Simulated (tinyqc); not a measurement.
UKS/LDA (VWN5) in the sto-6g basis, for BH2, spin multiplicity 2, step by step. One step of it, computed by the program tinyqc.

Task: Iteration 1: diagonalisation and new density. Diagonalise F' = X^T F X, C = X C', fill 4 alpha and 3 beta electrons from the bottom; D(s) = C_occ C_occ^T. Each column has its largest component positive (the first on a tie).

F(alpha) (hartree), order 1B 1s, 1B 2s, 1B 2px, 1B 2py, 1B 2pz, 2H 1s, 3H 1s:
$$\begin{pmatrix}
-5.372948 & -1.643979 & 0.000000 & 0.000000 & 0.017622 & -0.346720 & -0.346720 \\
-1.643979 & -0.439245 & 0.000000 & 0.000000 & 0.004193 & -0.248273 & -0.248273 \\
0.000000 & 0.000000 & 0.361338 & 0.000000 & 0.000000 & 0.000000 & 0.000000 \\
0.000000 & 0.000000 & 0.000000 & 0.228697 & 0.000000 & -0.140196 & 0.140196 \\
0.017622 & 0.004193 & 0.000000 & 0.000000 & 0.344343 & -0.048843 & -0.048843 \\
-0.346720 & -0.248273 & 0.000000 & -0.140196 & -0.048843 & -0.162732 & -0.054913 \\
-0.346720 & -0.248273 & 0.000000 & 0.140196 & -0.048843 & -0.054913 & -0.162732
\end{pmatrix}$$

F(beta) (hartree), order 1B 1s, 1B 2s, 1B 2px, 1B 2py, 1B 2pz, 2H 1s, 3H 1s:
$$\begin{pmatrix}
-5.359437 & -1.633466 & 0.000000 & 0.000000 & 0.016515 & -0.344887 & -0.344887 \\
-1.633466 & -0.395365 & 0.000000 & 0.000000 & -0.002662 & -0.238463 & -0.238463 \\
0.000000 & 0.000000 & 0.439418 & 0.000000 & 0.000000 & 0.000000 & 0.000000 \\
0.000000 & 0.000000 & 0.000000 & 0.251873 & 0.000000 & -0.135157 & 0.135157 \\
0.016515 & -0.002662 & 0.000000 & 0.000000 & 0.374718 & -0.047668 & -0.047668 \\
-0.344887 & -0.238463 & 0.000000 & -0.135157 & -0.047668 & -0.156507 & -0.053428 \\
-0.344887 & -0.238463 & 0.000000 & 0.135157 & -0.047668 & -0.053428 & -0.156507
\end{pmatrix}$$

X, order 1B 1s, 1B 2s, 1B 2px, 1B 2py, 1B 2pz, 2H 1s, 3H 1s:
$$\begin{pmatrix}
-0.343382 & 0.000000 & 0.781845 & 0.000000 & -0.555535 & 0.000000 & 0.223255 \\
1.162657 & 0.000000 & -0.257726 & 0.000000 & -0.216355 & 0.000000 & 0.485379 \\
0.000000 & 0.000000 & 0.000000 & 1.000000 & 0.000000 & 0.000000 & 0.000000 \\
0.000000 & 1.128206 & 0.000000 & 0.000000 & 0.000000 & 0.580302 & 0.000000 \\
0.409473 & 0.000000 & 0.607403 & 0.000000 & 0.727916 & 0.000000 & 0.163085 \\
-0.772146 & -0.841714 & -0.206828 & 0.000000 & 0.153647 & 0.388909 & 0.359029 \\
-0.772146 & 0.841714 & -0.206828 & 0.000000 & 0.153647 & -0.388909 & 0.359029
\end{pmatrix}$$

Give: F' = X^T F X; orbital energies; coefficients C; F' = X^T F X; orbital energies; coefficients C; D(alpha) after iteration 1; D(beta) after iteration 1.

Result:

F' = X^T F X (alpha) (hartree):
$$\begin{pmatrix}
0.468 & 0.000 & 0.399 & 0.000 & -0.209 & 0.000 & 0.339 \\
0.000 & 0.671 & 0.000 & 0.000 & 0.000 & 0.234 & 0.000 \\
0.399 & 0.000 & -2.331 & 0.000 & 2.361 & 0.000 & -1.425 \\
0.000 & 0.000 & 0.000 & 0.361 & 0.000 & 0.000 & 0.000 \\
-0.209 & 0.000 & 2.361 & 0.000 & -1.788 & 0.000 & 1.343 \\
0.000 & 0.234 & 0.000 & 0.000 & 0.000 & -0.082 & 0.000 \\
0.339 & 0.000 & -1.425 & 0.000 & 1.343 & 0.000 & -1.068
\end{pmatrix}$$

orbital energies (alpha) (hartree): MO1 -5.384, MO2 -0.194, MO3 -0.149, MO4 0.268, MO5 0.361, MO6 0.591, MO7 0.738

coefficients C (alpha), order 1B 1s, 1B 2s, 1B 2px, 1B 2py, 1B 2pz, 2H 1s, 3H 1s:
$$\begin{pmatrix}
0.986 & -0.158 & 0.000 & -0.203 & 0.000 & -0.221 & 0.000 \\
0.053 & 0.281 & 0.000 & 0.779 & 0.000 & 1.006 & 0.000 \\
0.000 & 0.000 & 0.000 & 0.000 & 1.000 & 0.000 & 0.000 \\
0.000 & 0.000 & 0.248 & 0.000 & 0.000 & 0.000 & 1.244 \\
0.000 & 0.035 & 0.000 & -0.702 & 0.000 & 0.774 & 0.000 \\
-0.011 & 0.556 & 0.605 & -0.285 & 0.000 & -0.634 & -0.703 \\
-0.011 & 0.556 & -0.605 & -0.285 & 0.000 & -0.634 & 0.703
\end{pmatrix}$$

F' = X^T F X (beta) (hartree):
$$\begin{pmatrix}
0.494 & 0.000 & 0.394 & 0.000 & -0.214 & 0.000 & 0.359 \\
0.000 & 0.688 & 0.000 & 0.000 & 0.000 & 0.246 & 0.000 \\
0.394 & 0.000 & -2.311 & 0.000 & 2.373 & 0.000 & -1.427 \\
0.000 & 0.000 & 0.000 & 0.439 & 0.000 & 0.000 & 0.000 \\
-0.214 & 0.000 & 2.373 & 0.000 & -1.761 & 0.000 & 1.335 \\
0.000 & 0.246 & 0.000 & 0.000 & 0.000 & -0.068 & 0.000 \\
0.359 & 0.000 & -1.427 & 0.000 & 1.335 & 0.000 & -1.046
\end{pmatrix}$$

orbital energies (beta) (hartree): MO1 -5.369, MO2 -0.181, MO3 -0.141, MO4 0.308, MO5 0.439, MO6 0.619, MO7 0.761

coefficients C (beta), order 1B 1s, 1B 2s, 1B 2px, 1B 2py, 1B 2pz, 2H 1s, 3H 1s:
$$\begin{pmatrix}
0.987 & -0.149 & 0.000 & -0.202 & 0.000 & -0.225 & 0.000 \\
0.051 & 0.247 & 0.000 & 0.772 & 0.000 & 1.020 & 0.000 \\
0.000 & 0.000 & 0.000 & 0.000 & 1.000 & 0.000 & 0.000 \\
0.000 & 0.000 & 0.236 & 0.000 & 0.000 & 0.000 & 1.247 \\
0.000 & 0.040 & 0.000 & -0.711 & 0.000 & 0.765 & 0.000 \\
-0.011 & 0.572 & 0.612 & -0.263 & 0.000 & -0.629 & -0.696 \\
-0.011 & 0.572 & -0.612 & -0.263 & 0.000 & -0.629 & 0.696
\end{pmatrix}$$

D(alpha) after iteration 1, order 1B 1s, 1B 2s, 1B 2px, 1B 2py, 1B 2pz, 2H 1s, 3H 1s:
$$\begin{pmatrix}
1.039 & -0.150 & 0.000 & 0.000 & 0.137 & -0.042 & -0.042 \\
-0.150 & 0.690 & 0.000 & 0.000 & -0.537 & -0.066 & -0.066 \\
0.000 & 0.000 & 0.000 & 0.000 & 0.000 & 0.000 & 0.000 \\
0.000 & 0.000 & 0.000 & 0.062 & 0.000 & 0.150 & -0.150 \\
0.137 & -0.537 & 0.000 & 0.000 & 0.494 & 0.219 & 0.219 \\
-0.042 & -0.066 & 0.000 & 0.150 & 0.219 & 0.756 & 0.024 \\
-0.042 & -0.066 & 0.000 & -0.150 & 0.219 & 0.024 & 0.756
\end{pmatrix}$$

D(beta) after iteration 1, order 1B 1s, 1B 2s, 1B 2px, 1B 2py, 1B 2pz, 2H 1s, 3H 1s:
$$\begin{pmatrix}
0.996 & 0.013 & 0.000 & 0.000 & -0.005 & -0.096 & -0.096 \\
0.013 & 0.064 & 0.000 & 0.000 & 0.010 & 0.141 & 0.141 \\
0.000 & 0.000 & 0.000 & 0.000 & 0.000 & 0.000 & 0.000 \\
0.000 & 0.000 & 0.000 & 0.056 & 0.000 & 0.144 & -0.144 \\
-0.005 & 0.010 & 0.000 & 0.000 & 0.002 & 0.023 & 0.023 \\
-0.096 & 0.141 & 0.000 & 0.144 & 0.023 & 0.702 & -0.047 \\
-0.096 & 0.141 & 0.000 & -0.144 & 0.023 & -0.047 & 0.702
\end{pmatrix}$$
